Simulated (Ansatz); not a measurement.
## Which is lower?

Two relaxed structures of SiH₃SO (charge +1), singlet (PBE0-D4/def2-TZVP; forces vanish, vibrations not checked).

A:

O1  (0.776, 0.743, 0.230)
S2  (-1.188, -1.050, -0.845)
Si3  (-0.185, -0.735, 0.960)
H4  (-1.862, -2.093, -0.318)
H5  (1.414, 1.231, 0.773)
H6  (0.731, 1.119, -0.664)
(Å)

B:

O1  (-1.476, -0.820, 0.050)
S2  (0.008, -1.012, -0.588)
Si3  (0.876, 0.757, -0.067)
H4  (-1.733, -1.635, 0.511)
H5  (2.206, 0.987, -0.654)
H6  (0.120, 1.723, 0.748)
(Å)

Computed with Ansatz 0.2.0 (basis: def2-TZVPP); correlated methods freeze the cores. B3LYP uses VWN-RPA correlation.

(1) Which structure is lower at CCSD(T), and by how much? (Judge from chemistry; the value comes from the calculation.)

T1 diagnostic: at most 0.021.

Results:

(1) The calculation gives: A, by 47.05 kcal/mol (electronic energy, against the other). By their contacts, A is SiH₃SO ([OH2][Si][SH]), total charge +1 and B is SiH₃SO ([OH][S][SiH2]), total charge +1.

All methods give the same order:

```json
{"method": "PBE-D4", "E(B) − E(A) (kcal/mol)": "42.71"}
{"method": "r2SCAN-D4", "E(B) − E(A) (kcal/mol)": "42.28"}
{"method": "PBE0-D4", "E(B) − E(A) (kcal/mol)": "44.64"}
{"method": "B3LYP-D4", "E(B) − E(A) (kcal/mol)": "44.51"}
{"method": "wB97M-V", "E(B) − E(A) (kcal/mol)": "48.66"}
{"method": "HF", "E(B) − E(A) (kcal/mol)": "45.33"}
{"method": "MP2", "E(B) − E(A) (kcal/mol)": "47.70"}
{"method": "CCSD", "E(B) − E(A) (kcal/mol)": "47.65"}
{"method": "CCSD(T)", "E(B) − E(A) (kcal/mol)": "47.05"}
```

Labels in which every atom is bracketed show which atoms are joined, not bond orders.

For scale, one of the runs: CCSD(T)/def2-TZVPP, 157 basis functions, launched by `ansatz run in.yaml --threads 2 --pin off --events-out ev --progress --plain --max-ram 4352MiB`. Hardware: 2 CPU threads of an AMD EPYC 9R45, shared host. Wall time 6 s; peak host memory 1 GiB.
